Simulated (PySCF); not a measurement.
Compound: C₆H₉ (doublet state).
Bonds: C1–C2, C2–C3, C3–C4 (double), C4–C5, C5–C6, C1–C6. Hydrogens: H7 on C1; H8, H9 on C2; H10 on C3; H11 on C4; H12, H13 on C5; H14, H15 on C6.

The geometry is computed with GFN2-xTB (gas phase). This method treats the open shell by occupation alone, without spin polarisation.

Task: Give the optimised bond lengths and angles.

Result: 
```csv
bond,length (pm)
C1–C2,147.9
C2–C3,150.0
C3=C4,132.3
C4–C5,149.7
C5–C6,154.0
C1–C6,147.6
C1–H7,107.5
"C2–H8, C2–H9",110.1
C3–H10,108.2
C4–H11,108.2
"C5–H12, C5–H13",109.4
C6–H14,110.0
C6–H15,109.1
```

Bonds in one row agree within 1 pm and their mean is given. A selection of angles:
```csv
angle,degrees
C2–C1–C6,118.8
C2–C1–H7,120.0
C6–C1–H7,121.2
C1–C2–C3,112.7
C1–C2–H8,110.5
C1–C2–H9,110.7
C3–C2–H8,109.3
C3–C2–H9,107.9
H8–C2–H9,105.4
C2–C3–C4,123.5
C2–C3–H10,115.7
C4–C3–H10,120.7
C3–C4–C5,123.0
C3–C4–H11,120.4
C5–C4–H11,116.6
C4–C5–C6,110.4
C4–C5–H12,110.1
C6–C5–H12,110.1
H12–C5–H13,107.5
C5–C6–H14,107.0
C5–C6–H15,110.5
C1–C6–C5,110.1
C1–C6–H14,110.1
C1–C6–H15,111.2
H14–C6–H15,107.9
```

Torsions: C6–C1–C2–C3 25° (synperiplanar); C1–C2–C3–C4 3° (synperiplanar); C2–C3–C4–C5 -1° (synperiplanar); C3–C4–C5–C6 -25° (synperiplanar); C4–C5–C6–C1 49° (synclinal); C2–C1–C6–C5 -51° (synclinal). The mirror-image conformer, all signs reversed, is as good.

The 6 C–C bonds span 1.323 Å (C3=C4, drawn double) to 1.540 Å (C5–C6, drawn single), a spread of 0.217 Å. C1 (carbon bonded to 2 C and H) is planar (angles 121.2°, 120.0° and 118.8°, sum 360.0°, 0.01 Å off the plane of its three neighbours). The 6-membered ring C1–C2–C3–C4–C5–C6 has internal angles of 110.1° to 123.5° (sum 699°, against 720° for a flat polygon); it is puckered, 0.18 Å rms from its mean plane, widest ring torsion 51°. C3 (carbon bonded to 2 C and H) is planar (angles 123.5°, 120.7° and 115.7°, sum 360.0°, 0.01 Å off the plane of its three neighbours). C4 (carbon bonded to 2 C and H) is planar (angles 123.0°, 120.4° and 116.6°, sum 360.0°, 0.00 Å off the plane of its three neighbours).

Stationary, but not proved a minimum.
